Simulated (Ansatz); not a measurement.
Geometry optimisation, Ansatz, RKS revPBE-D4/def2-SVP.

The input (input.yaml):

```yaml
crystal:
  periodic: [false, false, false]
  atoms:
    - { symbol: C, position_ang: [-1.3521, 0.7514, 0.6399] }
    - { symbol: O, position_ang: [-0.6609, 1.1621, -0.5285] }
    - { symbol: C, position_ang: [0.3843, 0.3843, -0.8609] }
    - { symbol: C, position_ang: [0.9622, -0.6912, -0.2285] }
    - { symbol: O, position_ang: [1.9908, -1.3813, -0.7026] }
    - { symbol: H, position_ang: [-2.2185, 1.5293, 0.7448] }
    - { symbol: H, position_ang: [-0.7498, 0.8461, 1.5305] }
    - { symbol: H, position_ang: [-1.8003, -0.1831, 0.5038] }
    - { symbol: H, position_ang: [0.8953, 0.7883, -1.6998] }
    - { symbol: H, position_ang: [0.4654, -1.1372, 0.6913] }
    - { symbol: H, position_ang: [2.27237, -0.93208, -1.53855] }
basis:
  gaussian: { orbitals: def2-SVP }
hamiltonian:
  xc: revpbe
  dispersion: d4
relax:
  f_tol: 0.015
  max_steps: 40
```

Launched with:

```bash
$ ansatz run input.yaml --threads 2 --pin off --max-ram 3072MiB --backend cpu --events-out ev --progress --plain --runs-dir out
```

Problem. Where does it end, and by what steps?

Solution. The forces met the threshold. After 5 steps the energy has fallen by 0.377 eV; H11 moved furthest, 0.11 Å.

```
step  energy less start (eV)  largest force component (eV/Å)  accepted
   0                  0.0000                           3.943       yes
   1                 -0.3236                           1.227       yes
   2                 -0.3733                           0.270       yes
   3                 -0.3724                           0.226        no
   4                 -0.3771                           0.040       yes
   5                 -0.3774                           0.013       yes
```

```xyz
11
Properties=species:S:1:pos:R:3
C -1.374 0.788 0.638
O -0.673 1.193 -0.525
C 0.407 0.429 -0.882
C 0.890 -0.674 -0.255
O 1.982 -1.402 -0.663
H -2.206 1.503 0.779
H -0.717 0.805 1.540
H -1.789 -0.242 0.530
H 0.882 0.825 -1.796
H 0.445 -1.098 0.657
H 2.342 -0.991 -1.472
```

Run time: 5.9 s on 2 threads of Intel(R) Xeon(R) 6975P-C (Granite Rapids) (shared host), peak memory 0.14 GiB.
